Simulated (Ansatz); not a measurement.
**A ladder of methods for [BCl2]+ (SMILES Cl[B+]Cl)**

[BCl2]+: 3 atoms, total charge +1, spin state singlet. SMILES: `Cl[B+]Cl`. The shape was relaxed beforehand at wB97X-V/def2-SVP.

| atom | x (Å) | y (Å) | z (Å) |
| --- | --- | --- | --- |
| Cl | -1.2748 | 0.7899 | -0.6086 |
| B | 0.0000 | 0.0000 | 0.0000 |
| Cl | 1.2747 | -0.7899 | 0.6086 |

Each level gives the dissociation energy of the B2–Cl1 bond into doublet BCl+ and doublet Cl (shapes relaxed at wB97X-V/def2-SVP, no zero-point term) (eV). The values are calculated.

```tsv
level	kind	program	value (eV)	less CCSD(T)/def2-TZVPP
SVWN5/def2-TZVPP	LDA	Ansatz	7.02	+1.00
BLYP/def2-TZVPP	GGA	Ansatz	6.03	+0.01
PBE/def2-TZVPP	GGA	Ansatz	6.30	+0.28
r2SCAN/def2-TZVPP	meta-GGA	Ansatz	6.11	+0.09
B3LYP/def2-TZVPP	global hybrid	Ansatz	6.02	0.00
PBE0-D4/def2-TZVPP	global hybrid	Ansatz	6.19	+0.17
MP2/def2-TZVPP	perturbation theory	Ansatz	6.22	+0.20
CCSD(T)/def2-TZVPP	coupled cluster or CI	Ansatz	6.02	0.00
```

CCSD(T)/def2-TZVPP is the highest level here, not the true value. The values span 6.02 to 7.02 eV. Measured bond enthalpies also hold zero-point and thermal terms, a few tenths of an eV less.
